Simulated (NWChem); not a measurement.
# BNH3 (SMILES B[NH]) at U-r2SCAN/def2-SVP

What is the vertical ionisation energy of BNH3 at U-r2SCAN/def2-SVP? 

Program for the calculation: NWChem 7.3.0.

10 further runs of the same task are left out: 10 set aside as unsound or not needed.

### 1 Starting point

BNH3: 5 atoms, total charge 0, spin state doublet. SMILES: `B[NH]`. Geometry: relaxed at PBE0-D4/def2-TZVP.

Bond lengths: B1–N2 1.329 Å, B1–H3 1.210 Å, B1–H4 1.204 Å, N2–H5 0.999 Å. Angles: B1–N2–H5 163.9°, N2–B1–H3 118.8°, N2–B1–H4 121.2°, H3–B1–H4 119.9°.

### 2 A single-point energy at U-r2SCAN/def2-SVP

a.nw

```
start a
title "BH3N energy"
memory stack 880 mb heap 220 mb global 1100 mb

geometry units angstrom noautosym nocenter noautoz
B       -0.310800      -0.370100      -0.091600
N        0.531200       0.655200      -0.019800
H       -0.414800      -1.107400       0.862500
H       -0.964100      -0.573100      -1.081900
H        1.208400       1.321700       0.289300
end

basis spherical bse
B library def2-SVP
N library def2-SVP
H library def2-SVP
end

dft
xc r2scan
mult 2
grid fine
convergence energy 0.01
maxiter 100
mulliken
noprint "final vectors analysis"
end

task dft energy
```

Command:

```console
$ nwchem a.nw > a.out
```

The program printed, shortened:

```text
[...]
          Wavefunction type:  spin polarized.
          No. of atoms     :     5
          No. of electrons :    15
[...]
          Charge           :     0
          Spin multiplicity:     2
[...]
          AO basis - number of functions:    43
[...]
              XC Information
              --------------
                      r^2SCAN Method XC Functional
               r^2SCAN metaGGA Exchange Functional  1.000
                     r^2SCAN Correlation Potential  1.000
[...]
 d= 0,ls=0.0,diis     1    -81.1989820971 -1.08D+02  7.79D-03  5.14D-02     0.7
[...]
 d= 0,ls=0.0,diis    10    -81.2384204298 -1.61D-07  7.94D-06  5.13D-08     5.3
[...]
         Total DFT energy =      -81.238420429756
      One electron energy =     -162.383620198351
           Coulomb energy =       65.977443077750
    Exchange-Corr. energy =      -11.980381082107
 Nuclear repulsion energy =       27.148137772953
[...]
      Total Density - Mulliken Population Analysis
     ---------------------------------------------
    Atom       Charge   Shell Charges
 -----------   ------   -------------------------------------------------------
    1 B    5     5.06   1.99  0.79  0.18  1.62  0.43  0.06
    2 N    7     7.05   1.99  1.02  0.44  2.35  1.24  0.01
    3 H    1     1.02   0.73  0.28  0.01
    4 H    1     1.02   0.73  0.27  0.01
    5 H    1     0.85   0.71  0.10  0.05
[...]
      <S2> =      0.7613 (Exact =     0.7500)
[...]
```

Wall time 6 s (1 thread of Intel Xeon Platinum 8488C (Sapphire Rapids), shared host); peak memory 0.11 GiB.

### 3 The singlet cation at the same level

mol.nw

```
start mol
title "BH3N"
memory stack 880 mb heap 220 mb global 1100 mb
charge 1

geometry units angstrom noautosym nocenter noautoz
 B    -0.310800   -0.370100   -0.091600
 N     0.531200    0.655200   -0.019800
 H    -0.414800   -1.107400    0.862500
 H    -0.964100   -0.573100   -1.081900
 H     1.208400    1.321700    0.289300
end

basis spherical bse
 * library def2-SVP
end

dft
 xc r2scan
 grid fine
 convergence energy 0.01
 maxiter 100
 mulliken
 noprint "final vectors analysis"
end

task dft energy
```

Command:

```console
$ nwchem mol.nw > mol.out
```

The program printed, shortened:

```text
[...]
          Wavefunction type:  closed shell.
          No. of atoms     :     5
          No. of electrons :    14
[...]
          Charge           :     1
          Spin multiplicity:     1
[...]
          AO basis - number of functions:    43
[...]
              XC Information
              --------------
                      r^2SCAN Method XC Functional
               r^2SCAN metaGGA Exchange Functional  1.000
                     r^2SCAN Correlation Potential  1.000
[...]
 d= 0,ls=0.0,diis     1    -80.5338011062 -1.08D+02  5.07D-02  2.40D+00     0.7
[...]
 d= 0,ls=0.0,diis    10    -80.8524291668 -1.59D-07  9.46D-07  4.80D-09     3.3
         Total DFT energy =      -80.852429166770
      One electron energy =     -157.511487186228
           Coulomb energy =       61.104212127777
    Exchange-Corr. energy =      -11.593291881272
 Nuclear repulsion energy =       27.148137772953
[...]
      Total Density - Mulliken Population Analysis
     ---------------------------------------------
    Atom       Charge   Shell Charges
 -----------   ------   -------------------------------------------------------
    1 B    5     4.90   1.99  0.87  0.12  1.59  0.28  0.05
    2 N    7     6.78   1.99  1.08  0.43  2.25  1.03  0.01
    3 H    1     0.77   0.63  0.13  0.02
    4 H    1     0.79   0.64  0.13  0.02
    5 H    1     0.75   0.66  0.04  0.05
[...]
```

Wall time 3.9 s (1 thread of Intel Xeon Platinum 8488C (Sapphire Rapids), shared host); peak memory 0.11 GiB.

### 4 Outcome

At U-r2SCAN/def2-SVP:

| quantity | value |
| --- | --- |
| doublet BNH3: total energy | -81.23842 Eh |
| doublet BNH3: dipole moment | 1.57 D |
| doublet BNH3: ⟨S²⟩ | 0.761 |
| singlet cation: total energy | -80.85243 Eh |
| vertical ionisation energy (to the singlet cation) | 10.503 eV |

What this shows: The vertical ionisation energy comes to 10.50 eV (242 kcal/mol). Only the singlet of the ionised species was computed; a triplet could lie lower. Mulliken charges (singlet cation) run from +0.10 on B1 to +0.25 on H5; they depend strongly on the basis.
